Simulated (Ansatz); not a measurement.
Bands of Eu

```yaml
crystal:
  lattice:
    - [-2.19206, 2.19206, 2.19206]
    - [2.19206, -2.19206, 2.19206]
    - [2.19206, 2.19206, -2.19206]
  atoms:
    - { symbol: Eu, position: [0.00000, 0.00000, 0.00000] }
```

The cell was built from the bcc type and relaxed in the same program, and has space group Im-3m; it needn't be a known or the stable phase.

Semilocal functionals without a Hubbard term describe localised f shells poorly; where the shell is localised, the real material differs.

Other magnetic orders may lie lower; this is the state that the run reached.

No spin–orbit coupling, which matters for the heavy atoms here.

All numbers below come from Ansatz 0.2.0, DFT, PBE, all-electron LAPW, scalar-relativistic.

Numerical set-up: a Γ-centred 14×14×14 k mesh, Fermi–Dirac smearing of 0.05 eV, basis error target 1 meV/atom, spin-polarised from start moments Eu 7 μB, ending with a cell moment of 7.26 μB.

Points in fractions of the reciprocal vectors of this cell: Γ (0, 0, 0), H (0.5, -0.5, 0.5), N (0, 0, 0.5), P (0.25, 0.25, 0.25). The path joins them by straight lines in the order Γ–H–N–Γ–P–H–P–N; legs that retrace an earlier one aren't tabulated. Energies are in eV from the Fermi level.

Problem. Is there a gap?

Solution. none: bands cross the Fermi level, a metal.

Problem. List the levels between -5 and 1.5 eV at the symmetry points.

Solution. 
Γ spin-up: -4.35, -0.56 (×3), -0.41 (×3), -0.36
Γ spin-down: -3.62
H spin-up: -1.11 (×2), -0.58, -0.52 (×3), -0.36 (×3)
H spin-down: -0.34 (×2)
N spin-up: -1.71, -0.57, -0.55, -0.53, -0.43, -0.41, -0.41, -0.39, 0.44, 0.84
N spin-down: -0.95, 1.30
P spin-up: -0.55, -0.50 (×3), -0.42 (×3), 0.08 (×3)
P spin-down: 0.90 (×3)
